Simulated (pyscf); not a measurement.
`[NH2][Zr]([OH])([F])[F]` → `[O]=[Zr]([F])[F]` + `[NH3]` (elimination; singlet surface; H–O, N–Zr broken, H–N formed). Structures and frequencies: ωB97X-D3(BJ)/def2-SVP in PySCF. Energies in kcal/mol from the reactant's lowest minimum found.

```
level                      barrier  reaction energy
----------------------  ----------  ---------------
ωB97X-D3(BJ)/def2-TZVP        38.2            +59.6
PBE/def2-TZVP                 31.5            +52.1
r²SCAN/def2-TZVP              34.7            +56.7
B3LYP-D3(BJ)/def2-TZVP        37.5            +57.3
PBE0-D3(BJ)/def2-TZVP   (withheld)            +57.1
M06-2X/def2-TZVP        (withheld)       (withheld)
```

**Question.** Complete the blanks.

**Answer.** 
- PBE0-D3(BJ)/def2-TZVP, barrier: 35.5
- M06-2X/def2-TZVP, barrier: 39.1
- M06-2X/def2-TZVP, reaction energy: +60.0

On the product side the descent ends in an adduct with a N–Zr contact, 43.8 kcal/mol under the separated species and 22.4 kcal/mol under the saddle at ωB97X-D3(BJ)/def2-TZVP. At ωB97X-D3(BJ)/def2-TZVP, PBE, r²SCAN, B3LYP-D3(BJ), PBE0-D3(BJ), M06-2X the saddle lies under the separated products, which points to a path from their complex (located at ωB97X-D3(BJ) alone), and parting the products costs more than the saddle. What is counted as broken (N–Zr) persists as a longer contact in the product adduct; parting that adduct is a step of its own. At the saddle there is also a short H–Zr contact that neither side keeps. This is the saddle that the search found; another between the same sides may lie lower. Elements past Kr carry the def2 core potentials, without spin-orbit coupling.
